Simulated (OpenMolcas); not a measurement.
## SiH3 (silyl radical): the energy, rung by rung

SiH3: 4 atoms, total charge 0, spin state doublet. As SMILES, `[SiH3]`. The shape is that of a GFN2-xTB optimisation.

```xyz
4

Si    0.2066   -0.0189   -0.1151
H     0.5871    0.6618    1.1056
H    -0.1950   -1.4016    0.0434
H    -0.5987    0.7587   -1.0339
```

Each level gives the energy change with the Si1–H3 bond stretched from 1.449 to 3.621 Å (eV). The values are calculated.

| level | kind | program | value (eV) | CPU time (all runs) |
| --- | --- | --- | --- | --- |
| ROHF/3-21G | Hartree–Fock | OpenMolcas | 3.06 | 4.6 s |
| UB3LYP/3-21G | global hybrid | OpenMolcas | 3.49 | 13 s |
| UPBE0/3-21G | global hybrid | OpenMolcas | 3.69 | 9.8 s |
| CASSCF(7,7)/3-21G | multireference | OpenMolcas | ? | 4.8 s |
| MC-PDFT[tPBE](7,7)/3-21G | multireference | OpenMolcas | ? | 5.9 s |
| MRCI(7,7)/3-21G | multireference | OpenMolcas | 3.19 | 22 s |
| ROCCSD(T)/3-21G | coupled cluster or CI | OpenMolcas | 3.22 | 5 s |
| FCI/3-21G | exact in the basis | OpenMolcas | 3.19 | 24 s |

Question: Estimate the missing values from the other rows.

Answer: As computed at these levels: CASSCF(7,7)/3-21G: 3.10 eV; MC-PDFT[tPBE](7,7)/3-21G: 3.74 eV. The first shape isn't each level's own minimum. The values span 3.06 to 3.74 eV. Spin contamination of the reference (⟨S²⟩ at least 0.1 too high) touches UB3LYP/3-21G, UPBE0/3-21G. All rows use very small basis sets, so even the best lies far from the true value. CPU times are rough (shared hosts, several kinds of processor): they show what a rung costs within a factor of a few.
